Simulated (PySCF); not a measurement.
## Molecular orbitals of LiF⁻

UHF at R = 1.639 Å; basis Li aug-cc-pVDZ, F aug-cc-pVDZ; no relativity; PySCF 2.14. State: ²Σ⁺ (doublet), unpaired electrons σ ↑. Only the outer orbitals are listed, counted within each symmetry.

```json
{"spin": "α", "orbital": "3σ", "occ.": "1", "ε (eV)": "-33.84", "on Li (%)": "3", "main shells (%)": "96 F s"}
{"spin": "α", "orbital": "4σ", "occ.": "1", "ε (eV)": "-9.79", "on Li (%)": "5", "main shells (%)": "95 F p"}
{"spin": "α", "orbital": "1π", "occ.": "1", "ε (eV)": "-9.16", "on Li (%)": "2", "main shells (%)": "98 F p"}
{"spin": "α", "orbital": "1π", "occ.": "1", "ε (eV)": "-9.16", "on Li (%)": "2", "main shells (%)": "98 F p"}
{"spin": "α", "orbital": "5σ", "occ.": "1", "ε (eV)": "-0.38", "on Li (%)": "103", "main shells (%)": "74 Li s, 28 Li p"}
{"spin": "α", "orbital": "2π", "occ.": "0", "ε (eV)": "2.13", "on Li (%)": "100", "main shells (%)": "100 Li p"}
{"spin": "α", "orbital": "2π", "occ.": "0", "ε (eV)": "2.13", "on Li (%)": "100", "main shells (%)": "100 Li p"}
{"spin": "α", "orbital": "6σ", "occ.": "0", "ε (eV)": "2.27", "on Li (%)": "99", "main shells (%)": "92 Li p"}
{"spin": "β", "orbital": "3σ", "occ.": "1", "ε (eV)": "-33.85", "on Li (%)": "3", "main shells (%)": "96 F s"}
{"spin": "β", "orbital": "4σ", "occ.": "1", "ε (eV)": "-9.79", "on Li (%)": "5", "main shells (%)": "95 F p"}
{"spin": "β", "orbital": "1π", "occ.": "1", "ε (eV)": "-9.19", "on Li (%)": "2", "main shells (%)": "98 F p"}
{"spin": "β", "orbital": "1π", "occ.": "1", "ε (eV)": "-9.19", "on Li (%)": "2", "main shells (%)": "98 F p"}
{"spin": "β", "orbital": "2π", "occ.": "0", "ε (eV)": "2.23", "on Li (%)": "100", "main shells (%)": "100 Li p"}
{"spin": "β", "orbital": "2π", "occ.": "0", "ε (eV)": "2.23", "on Li (%)": "100", "main shells (%)": "100 Li p"}
{"spin": "β", "orbital": "5σ", "occ.": "0", "ε (eV)": "2.30", "on Li (%)": "100", "main shells (%)": "99 Li p"}
```

**Question.** Which are the highest filled and the lowest empty level, where do they sit, and how wide is the gap?

**Answer.** Highest filled α 5σ at -0.38 eV (in %: 74 Li s, 28 Li p); lowest empty α 2π at 2.13 eV (in %: 100 Li p); the gap at UHF is 2.51 eV. An empty level above zero is unbound, and its energy depends on the basis.

The bond order (Mayer) is 0.41. The ⟨S²⟩ is 0.750. The charge on Li (Mulliken, basis-dependent) is -0.26. The charge on Li (Löwdin, basis-dependent) is -0.26 and the dipole moment (positive dipole points towards F; it is taken about the centre of mass and depends on that origin) is 8.29 D.

Shares are Mulliken populations and can fall outside 0 to 100 %.

The state is the lowest determinant that a PBE0 search found; another state may lie lower at other levels.
